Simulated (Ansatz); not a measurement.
## Computed against measured: atomisation enthalpy at 298 K

8 molecules with open shells; the atomisation enthalpy at 298 K in kJ/mol, computed less measured. Shapes, held fixed at every level: PBE0-D4/def2-TZVP. Flexible molecules stand in one conformer, not always the lowest. Thermal terms are harmonic and unscaled (PBE0-D4/def2-TZVP); the spin-orbit lowering of the free atoms is taken from their spectra. Programs: Ansatz 0.2.0. Measured values: Active Thermochemical Tables.

Levels: A = B3LYP-D4/def2-TZVPP; B = MP2/def2-SVP; C = MP2/def2-TZVPP.

```csv
molecule,from tabulated heats,A,B,C
N2H (dinitrogen monohydride),913,+35,-114,-59
C2HO (ethynyloxy radical),1723,+19,-39,+4
CH3 (SMILES [CH3]),1224,+11,-64,-33
CH3O (hydroxymethyl radical),1636,+7,-85,-23
N2H3 (hydrazinyl radical),1374,+42,-154,-65
C2H3O (acetyl radical),2347,+9,-63,-11
C3H3 (cyclopropenyl radical),2318,+11,-53,-12
C2H5O (ethoxy radical),2784,+19,-127,-56
```

**Question.** Which level does best on this set, which worst, and which err to one side?

**Answer.** 
```tsv
level	kind	mean error	mean absolute error	worst case
B3LYP-D4/def2-TZVPP	global hybrid	+19.1	19.1	N2H3
MP2/def2-SVP	perturbation theory	-87.4	87.4	N2H3
MP2/def2-TZVPP	perturbation theory	-31.9	32.9	N2H3
```

On this set B3LYP-D4/def2-TZVPP has the smallest mean absolute error and MP2/def2-SVP the largest. B3LYP-D4/def2-TZVPP is too high in 8 of 8; MP2/def2-SVP is too low in 8 of 8; MP2/def2-TZVPP is too low in 7 of 8. Heats of the atoms come from ATcT where it has them. The levels differ in basis as well as in method. Correlated wave functions converge slowly with the basis. Spin contamination: N2H (⟨S²⟩ up to 0.85), C2HO (⟨S²⟩ up to 0.81). Open shells run unrestricted. The set is small.
